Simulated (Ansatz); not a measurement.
Input for Ansatz (development build ahead of 0.2.0):

```yaml
crystal:
  periodic: [false, false, false]
  atoms:
    - { symbol: C, position_ang: [0.01528, -0.01276, -0.0015] }
    - { symbol: H, position_ang: [0.5938, 0.60894, 0.63612] }
    - { symbol: H, position_ang: [-0.64045, -0.64674, 0.6329] }
    - { symbol: H, position_ang: [-0.6074, 0.65074, -0.62241] }
    - { symbol: H, position_ang: [0.63877, -0.60018, -0.6451] }
basis:
  gaussian: { orbitals: def2-SVP }
hamiltonian:
  xc: hf
```

The input is written out in the form of the current development build from the run's settings.

Results

```json
{
 "Converged": "yes",
 "Total energy": "-40.16766 hartree",
 "Spin squared of the determinant": "0.000"
}
```
